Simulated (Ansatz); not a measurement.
The parent structure is ZrSe$_{2}$ in the CdI2 type structure (space group P-3m1, No. 164; a = 3.735 Å, c = 6.031 Å; layered, stacked along the Cartesian z axis).

All numbers come from DFT with PBE-D3(BJ), PAW potentials and a 420 eV plane-wave cutoff in Ansatz (an electronic-structure program), without spin-orbit coupling, earlier PAW set.

Modification: full substitution Zr → Ti, then cell and atoms are relaxed.

Measured lattice parameter a: ZrSe2 3.77 Å (temperature not stated; as listed in Torbjörn Björkman, The Journal of Chemical Physics (2014)); TiSe2 3.536 Å (temperature not stated; as listed in Torbjörn Björkman, The Journal of Chemical Physics (2014)).

Question: How well does PBE-D3(BJ) reproduce the measured shift?

Answer: With PBE-D3(BJ) the lattice parameter a moves by -0.254 Å (3.735 → 3.481) against -0.234 Å measured.

Stability against distortions was not tested. All final runs are without spin polarisation.
